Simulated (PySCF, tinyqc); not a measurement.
RHF in the sto-6g basis, for CH2, spin multiplicity 1, step by step. This run ends on a higher stationary point, not on the lowest solution. The lowest restricted solution is unstable here: a spin-polarised one lies 0.0272 hartree lower (PySCF). One step of it, computed by the program tinyqc.

Question. Iteration 2: building the Fock matrix. J_ij = sum D_kl (ij|kl), K_ij = sum D_kl (ik|jl); F = H + J - 0.5 K; E = tr D H + tr D J / 2 - 0.25 tr D K + E_nn.

D after iteration 1, lower triangle:
```
            1C 1s      1C 2s    1C 2px     1C 2py     1C 2pz      2H 1s     3H 1s
1C 1s    1.707263
1C 2s   -0.448933   1.908907
1C 2px   0.000000   0.000000  2.000000
1C 2py   0.000000   0.000000  0.000000   0.079092
1C 2pz   0.031754  -0.121518  0.000000   0.000000   1.930095
2H 1s    0.022924  -0.193908  0.000000  -0.156077  -0.089613   0.612706
3H 1s    0.022924  -0.193908  0.000000   0.156077  -0.089613  -0.003285  0.612706
```

core Hamiltonian H = T + V (hartree), lower triangle:
```
             1C 1s      1C 2s     1C 2px     1C 2py     1C 2pz      2H 1s      3H 1s
1C 1s   -18.817555
1C 2s    -4.324824  -5.531326
1C 2px    0.000000   0.000000  -4.474781
1C 2py    0.000000   0.000000   0.000000  -4.610676
1C 2pz   -0.017256  -0.175372   0.000000   0.000000  -4.547345
2H 1s    -0.890231  -2.070322   0.000000  -1.431554  -1.086468  -3.341980
3H 1s    -0.890231  -2.070322   0.000000   1.431554  -1.086468  -0.590449  -3.341980
```

Two-electron integrals (ij|kl) in chemists' order, unique and non-zero (hartree):
```
(11|11) 3.543743    (21|11) 0.529462    (21|21) 0.100317    (22|11) 0.853596
(22|21) 0.199930    (22|22) 0.624844    (31|31) 0.021271    (32|31) 0.031868
(32|32) 0.138108    (33|11) 0.853598    (33|21) 0.199930    (33|22) 0.624843
(33|33) 0.673218    (41|41) 0.021271    (42|41) 0.031868    (42|42) 0.138108
(43|43) 0.036281    (44|11) 0.853598    (44|21) 0.199930    (44|22) 0.624843
(44|33) 0.600655    (44|44) 0.673218    (51|51) 0.021271    (52|51) 0.031868
(52|52) 0.138108    (53|53) 0.036281    (54|54) 0.036281    (55|11) 0.853598
(55|21) 0.199930    (55|22) 0.624843    (55|33) 0.600655    (55|44) 0.600655
(55|55) 0.673218    (61|11) 0.113832    (61|21) 0.020765    (61|22) 0.040720
(61|33) 0.040566    (61|41) 0.001100    (61|42) 0.002132    (61|44) 0.040866
(61|51) 0.000804    (61|52) 0.001558    (61|54) 0.000220    (61|55) 0.040726
(61|61) 0.004420    (62|11) 0.277002    (62|21) 0.065866    (62|22) 0.227237
(62|33) 0.221804    (62|41) 0.005411    (62|42) 0.036372    (62|44) 0.232428
(62|51) 0.003954    (62|52) 0.026578    (62|54) 0.007763    (62|55) 0.227477
(62|61) 0.014079    (62|62) 0.110101    (63|31) 0.006995    (63|32) 0.035964
(63|43) 0.007065    (63|53) 0.005162    (63|63) 0.013257    (64|11) 0.194154
(64|21) 0.046807    (64|22) 0.170941    (64|33) 0.162444    (64|41) 0.010289
(64|42) 0.061059    (64|44) 0.183980    (64|51) 0.002407    (64|52) 0.018337
(64|54) 0.010574    (64|55) 0.166399    (64|61) 0.010480    (64|62) 0.098275
(64|64) 0.099339    (65|11) 0.141874    (65|21) 0.034203    (65|22) 0.124912
(65|33) 0.118703    (65|41) 0.002407    (65|42) 0.018337    (65|44) 0.124115
(65|51) 0.008754    (65|52) 0.049364    (65|54) 0.011019    (65|55) 0.131917
(65|61) 0.007658    (65|62) 0.071813    (65|64) 0.062902    (65|65) 0.059222
(66|11) 0.432758    (66|21) 0.104906    (66|22) 0.411007    (66|33) 0.389545
(66|41) 0.010618    (66|42) 0.095876    (66|44) 0.431518    (66|51) 0.007759
(66|52) 0.070059    (66|54) 0.030671    (66|55) 0.411957    (66|61) 0.022795
(66|62) 0.254996    (66|64) 0.251184    (66|65) 0.183547    (66|66) 0.774999
(71|11) 0.113832    (71|21) 0.020765    (71|22) 0.040720    (71|33) 0.040566
(71|41) -0.001100   (71|42) -0.002132   (71|44) 0.040866    (71|51) 0.000804
(71|52) 0.001558    (71|54) -0.000220   (71|55) 0.040726    (71|61) 0.004294
(71|62) 0.013230    (71|64) 0.008939    (71|65) 0.007205    (71|66) 0.020991
(71|71) 0.004420    (72|11) 0.277002    (72|21) 0.065866    (72|22) 0.227237
(72|33) 0.221804    (72|41) -0.005411   (72|42) -0.036372   (72|44) 0.232428
(72|51) 0.003954    (72|52) 0.026578    (72|54) -0.007763   (72|55) 0.227477
(72|61) 0.013230    (72|62) 0.079763    (72|64) 0.051164    (72|65) 0.050726
(72|66) 0.144715    (72|71) 0.014079    (72|72) 0.110101    (73|31) 0.006995
(73|32) 0.035964    (73|43) -0.007065   (73|53) 0.005162    (73|63) 0.009011
(73|73) 0.013257    (74|11) -0.194154   (74|21) -0.046807   (74|22) -0.170941
(74|33) -0.162444   (74|41) 0.010289    (74|42) 0.061059    (74|44) -0.183980
(74|51) -0.002407   (74|52) -0.018337   (74|54) 0.010574    (74|55) -0.166399
(74|61) -0.008939   (74|62) -0.051164   (74|64) -0.024914   (74|65) -0.031908
(74|66) -0.086103   (74|71) -0.010480   (74|72) -0.098275   (74|74) 0.099339
(75|11) 0.141874    (75|21) 0.034203    (75|22) 0.124912    (75|33) 0.118703
(75|41) -0.002407   (75|42) -0.018337   (75|44) 0.124115    (75|51) 0.008754
(75|52) 0.049364    (75|54) -0.011019   (75|55) 0.131917    (75|61) 0.007205
(75|62) 0.050726    (75|64) 0.031908    (75|65) 0.040574    (75|66) 0.097576
(75|71) 0.007658    (75|72) 0.071813    (75|74) -0.062902   (75|75) 0.059222
(76|11) 0.072111    (76|21) 0.017248    (76|22) 0.062431    (76|33) 0.060588
(76|44) 0.062212    (76|51) 0.001662    (76|52) 0.012200    (76|55) 0.064493
(76|61) 0.003610    (76|62) 0.027862    (76|64) 0.021548    (76|65) 0.019925
(76|66) 0.061664    (76|71) 0.003610    (76|72) 0.027862    (76|74) -0.021548
(76|75) 0.019925    (76|76) 0.008773    (77|11) 0.432758    (77|21) 0.104906
(77|22) 0.411007    (77|33) 0.389545    (77|41) -0.010618   (77|42) -0.095876
(77|44) 0.431518    (77|51) 0.007759    (77|52) 0.070059    (77|54) -0.030671
(77|55) 0.411957    (77|61) 0.020991    (77|62) 0.144715    (77|64) 0.086103
(77|65) 0.097576    (77|66) 0.270780    (77|71) 0.022795    (77|72) 0.254996
(77|74) -0.251184   (77|75) 0.183547    (77|76) 0.061664    (77|77) 0.774999
```

nuclear repulsion = 5.54133704 hartree

Give: Coulomb J; exchange K; Fock matrix F; total energy of this density.

Answer.

Coulomb J (hartree), lower triangle:
```
         1C 1s  1C 2s  1C 2px  1C 2py  1C 2pz  2H 1s  3H 1s
1C 1s   10.780
1C 2s    2.035  5.155
1C 2px   0.000  0.000   5.189
1C 2py   0.000  0.000   0.000   5.077
1C 2pz  -0.005  0.005   0.000   0.000   5.199
2H 1s    0.424  1.846   0.000   1.366   1.018  3.353
3H 1s    0.424  1.846   0.000  -1.366   1.018  0.508  3.353
```

exchange K (hartree), lower triangle:
```
         1C 1s   1C 2s  1C 2px  1C 2py  1C 2pz  2H 1s  3H 1s
1C 1s    5.850
1C 2s    0.971   1.670
1C 2px   0.000   0.000   1.673
1C 2py   0.000   0.000   0.000   0.424
1C 2pz  -0.008  -0.112   0.000   0.000   1.627
2H 1s    0.213   0.583   0.000   0.146   0.307  0.600
3H 1s    0.213   0.583   0.000  -0.146   0.307  0.238  0.600
```

Fock matrix F (hartree), lower triangle:
```
          1C 1s   1C 2s  1C 2px  1C 2py  1C 2pz   2H 1s   3H 1s
1C 1s   -10.963
1C 2s    -2.776  -1.211
1C 2px    0.000   0.000  -0.123
1C 2py    0.000   0.000   0.000   0.254
1C 2pz   -0.018  -0.115   0.000   0.000  -0.161
2H 1s    -0.573  -0.516   0.000  -0.139  -0.222  -0.289
3H 1s    -0.573  -0.516   0.000   0.139  -0.222  -0.201  -0.289
```

total energy of this density = -32.97024 hartree

This density is a damped mixture and is not idempotent.
